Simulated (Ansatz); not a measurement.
# AlH5O2: the cost of one run

All numbers below are computed with Ansatz 0.2.0 (RKS revPBE-D4/def2-SVPD).

## (1) The structure to begin with

Bond lengths: Al1–H3 1.560 Å, Al1–O4 1.780 Å, O4–H5 1.010 Å, Al1–O6 2.080 Å, O6–H7 1.010 Å. Angles: H3–Al1–O4 120.0°, H3–Al1–O6 105.4°, O4–Al1–O6 92.8°, Al1–O4–H5 109.5°, Al1–O6–H7 109.5°.

Structure file:

```xyz
8

Al    0.0000    0.0000    0.0000
H     0.0000    0.0000    1.9100
H     1.3510    0.0000   -0.7800
O    -1.5415    0.0000   -0.8900
H    -2.0512   -0.8467   -0.6815
O    -0.2602    1.9567    0.6559
H    -1.1988    2.2620    0.4419
H    -0.1315    0.9887    1.8084
```

## (2) A restrained relaxation towards end A

Springs on the bonds that form and break draw the guess towards this end; the thresholds are loose.

Contents of input.yaml:

```yaml
crystal:
  periodic: [false, false, false]
  atoms:
    - { symbol: Al, position_ang: [0.0, 0.0, 0.0] }
    - { symbol: H, position_ang: [0.0, 0.0, 1.91] }
    - { symbol: H, position_ang: [1.351, 0.0, -0.78] }
    - { symbol: O, position_ang: [-1.5415, 0.0, -0.89] }
    - { symbol: H, position_ang: [-2.0512, -0.8467, -0.6815] }
    - { symbol: O, position_ang: [-0.2602, 1.9567, 0.6559] }
    - { symbol: H, position_ang: [-1.1988, 2.262, 0.4419] }
    - { symbol: H, position_ang: [-0.1315, 0.9887, 1.8084] }
basis:
  gaussian: { orbitals: def2-SVPD }
hamiltonian:
  xc: revpbe
  dispersion: d4
relax:
  f_tol: 0.15
  max_steps: 25
  restrain:
    - { distance: [0, 5], at: 2.98, k: 30.0 }
    - { distance: [7, 1], at: 1.86, k: 30.0 }
    - { distance: [0, 1], at: 1.56, k: 30.0 }
    - { distance: [7, 5], at: 1.01, k: 30.0 }
```

Started as:

```
> ansatz run input.yaml --threads 2 --pin off --max-ram 3072MiB --backend cpu --events-out ev --progress --plain --runs-dir out
```

What time and memory should one allow on 2 threads of Arm Neoverse V1, shared host?

About 20 s, with a peak of 0.12 GiB.
